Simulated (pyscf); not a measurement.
Addition across a multiple bond or ene-type step: HC≡CH (SMILES C#C) + HBr (SMILES Br) → H₂C=CH–Br (SMILES C=CBr)

Gas phase, singlet surface, charge 0. Bonds broken: Br5–H6. Bonds formed: C1–H6, C2–Br5. Single points on ωB97X-D3(BJ)/def2-SVP structures (PySCF, gas phase). MP2 and CC: frozen core, UHF for open shells. ΔMP2 is the change of the MP2 total energy from the triple- to the quadruple-zeta basis.

Transition state (Å):

```xyz
6

C      0.0792     0.6108     0.7277
C      0.1337     0.7592    -0.5126
H     -0.1032     1.0729     1.6936
H      0.1669     0.9409    -1.5781
Br     0.7798    -1.8101    -0.8909
H      0.3896    -0.6101     0.5005
```

One imaginary mode, 1750i cm⁻¹; descent along it reached the two sides named.

| bond | change | reactant side (Å) | saddle | product side |
|---|---|---|---|---|
| Br5–H6 | breaks | 1.424 | 1.878 | 3.0 |
| C1–H6 | forms | 2.500 | 1.280 | 1.094 |
| C2–Br5 | forms | 3.9 | 2.7 | 1.881 |

Electronic energies relative to the separated reactants (kcal/mol):

```json
[
 {"level": "ωB97X-D3(BJ)/def2-TZVP", "barrier": "40.5", "reaction energy": "-37.9", "reverse barrier": "78.4"},
 {"level": "PBE/def2-TZVP", "barrier": "30.7", "reaction energy": "-37.6", "reverse barrier": "68.4"},
 {"level": "r²SCAN/def2-TZVP", "barrier": "33.2", "reaction energy": "-37.6", "reverse barrier": "70.8"},
 {"level": "B3LYP-D3(BJ)/def2-TZVP", "barrier": "36.2", "reaction energy": "-35.3", "reverse barrier": "71.6"},
 {"level": "PBE0-D3(BJ)/def2-TZVP", "barrier": "34.5", "reaction energy": "-39.9", "reverse barrier": "74.4"},
 {"level": "M06-2X/def2-TZVP", "barrier": "40.9", "reaction energy": "-34.6", "reverse barrier": "75.5"},
 {"level": "ωB97M-D3(BJ)/def2-TZVP", "barrier": "41.0", "reaction energy": "-33.7", "reverse barrier": "74.7"},
 {"level": "HF/def2-TZVP", "barrier": "52.5", "reaction energy": "-28.9", "reverse barrier": "81.4"},
 {"level": "MP2/def2-QZVPP", "barrier": "46.5", "reaction energy": "-32.3", "reverse barrier": "78.8"},
 {"level": "CCSD/def2-TZVPP", "barrier": "47.9", "reaction energy": "-31.9", "reverse barrier": "79.9"},
 {"level": "CCSD(T)/def2-TZVPP", "barrier": "45.0", "reaction energy": "-32.4", "reverse barrier": "77.4"},
 {"level": "CCSD(T)/def2-TZVPP + ΔMP2(QZVPP)", "barrier": "43.9", "reaction energy": "-32.4", "reverse barrier": "76.3"}
]
```

With CCSD(T)/def2-TZVPP + ΔMP2(QZVPP) energies and thermal terms (ideal gas, 1 atm, RRHO with modes under 100 cm⁻¹ raised to 100, one conformer, R ln 2 for rigid chiral ones), in kcal/mol:

```csv
T (K),ΔH‡,ΔG‡,ΔH,ΔG
298,42.3,50.3,-28.4,-19.7
600,42.1,58.5,-29.1,-10.4
900,42.2,66.6,-29.2,-1.1
1200,42.5,74.7,-28.9,+8.3
```

One saddle was located; it need not be the lowest between these sides. The CCSD(T) − MP2 part came from Ansatz, without density fitting, on the same reference. The frozen core leaves the outer d or s,p core shells of the metals and heavy elements correlated in the MP2 and CC values, and def2-TZVPP describes them poorly, which can shift differences by a few kcal/mol. Elements up to Kr have no core potential and no relativistic terms here.
